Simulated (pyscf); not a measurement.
Optimised with ωB97X-D3(BJ)/def2-SVP in PySCF.

**Question.** What is the homolytic dissociation enthalpy (298 K, ωB97M-D3(BJ)/def2-TZVP) of the N–Si bond of H₂N–SiH₂–Si(NH₂)(SiH₃)–SiH₃, to NH₂• + H₂N–Si(SiH₂•)(SiH₃)–SiH₃?

**Answer.** N–Si to NH₂• + H₂N–Si(SiH₂•)(SiH₃)–SiH₃: 98.5 kcal/mol. The 7 functionals that were run give +90.2 (r²SCAN) to +98.5 kcal/mol (ωB97M-D3(BJ)). H₂N–Si(SiH₂•)(SiH₃)–SiH₃ lies 16.4 kcal/mol over its isomer H₃Si–NH–Si•(SiH₃)–SiH₃, and others may lie lower still (electronic energy, ωB97M-D3(BJ)).
